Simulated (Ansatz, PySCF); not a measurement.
Species: ch3ch2o radical, C$_{2}$H$_{5}$O, net charge 0, doublet state. It need not be the lowest isomer of its formula. SMILES: CC[O]
Coordinates optimised at B3LYP-D3(BJ)/def2-TZVP (Ansatz, a first-principles code):
```xyz
8

C      1.0493    -0.5853     0.0464
C     -0.0100     0.5071     0.0347
O     -1.2985     0.0846    -0.1022
H      0.0331     1.1281     0.9509
H      0.1761     1.2483    -0.7672
H      2.0474    -0.1560     0.1595
H      0.8746    -1.2755     0.8728
H      1.0209    -1.1525    -0.8849
```
Charge 0, spin multiplicity 2.

Property: vertical electron affinity (to the singlet state of charge -1; a negative value means that the extra electron is unbound and the number depends on the basis; each state is the SCF solution reached for its spin), in eV. Valence correlation only, unless marked. Open shells are spin-unrestricted. Spin-orbit coupling is left out. No relativistic terms. Anions need diffuse functions: aug- sets have them; def2-D sets add few. 

```csv
level,program,vertical electron affinity (eV)
HF/aug-cc-pVDZ,Ansatz,-0.36
SVWN5/def2-TZVPD,Ansatz,1.80
PBE/def2-TZVPD,Ansatz,1.52
r2SCAN/def2-TZVPD,Ansatz,1.30
B3LYP/def2-TZVPD,Ansatz,1.46
BHLYP/def2-TZVPD,Ansatz,1.02
M06-2X/def2-TZVPD,PySCF,1.42
CAM-B3LYP/def2-TZVPD,Ansatz,1.42
wB97M-V/def2-TZVPD,Ansatz,1.39
wB97X-V/def2-TZVPD,Ansatz,1.33
B2PLYP/def2-TZVPD,Ansatz,1.47
MP2/aug-cc-pVDZ,Ansatz,1.70
MP2/aug-cc-pVTZ,Ansatz,1.83
RI-MP2/aug-cc-pVTZ,Ansatz,1.83
SCS-MP2/aug-cc-pVDZ,Ansatz,1.54
SCS-MP2/aug-cc-pVTZ,Ansatz,1.67
CCSD/aug-cc-pVDZ,Ansatz,1.24
CCSD/aug-cc-pVTZ,Ansatz,1.31
CCSD(T)/aug-cc-pVDZ,Ansatz,1.37
CCSD(T)/aug-cc-pVTZ,Ansatz,1.48
```
